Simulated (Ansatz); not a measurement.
Relaxation of BH5OS (8 atoms, charge 0, multiplicity 1), to a largest force component of 0.03 eV/Å in at most 50 steps.

The calculation used RKS PBE0/cc-pVDZ in Ansatz.

```xyz
8
Properties=species:S:1:pos:R:3
B 0.082 0.597 -0.137
O -0.191 -0.450 2.229
H -1.104 -0.768 2.222
H 1.160 0.106 -0.321
H -0.958 0.117 -0.507
S -0.057 2.340 0.494
H 1.264 2.564 0.703
H -0.304 0.522 2.338
```

Where does it end, and by what steps?

The forces met the threshold. After 9 steps the energy has fallen by 0.318 eV; O2 moved furthest, 0.47 Å. Joined: B1–O2 (2.60 → 1.73 Å).

```tsv
step	energy less start (eV)	largest force component (eV/Å)	accepted
0	0.0000	0.914	yes
1	-0.0621	1.599	yes
2	-0.2037	1.559	yes
3	-0.2640	0.951	yes
4	-0.3081	0.153	yes
5	-0.3150	0.142	yes
6	-0.3170	0.044	yes
7	-0.3174	0.040	yes
8	-0.3174	0.047	yes
9	-0.3177	0.013	yes
```

```xyz
8
Properties=species:S:1:pos:R:3
B 0.014 0.440 0.222
O -0.130 -0.226 1.816
H -0.988 -0.674 1.871
H 1.077 0.018 -0.161
H -0.996 0.042 -0.318
S -0.079 2.290 0.542
H 1.240 2.526 0.741
H -0.246 0.611 2.309
```

Whether the end is a true minimum wasn't checked by a vibrational analysis.

Time of the run: 24 s on 1 thread of Arm Neoverse V2, on a shared host, peak memory 0.14 GiB.
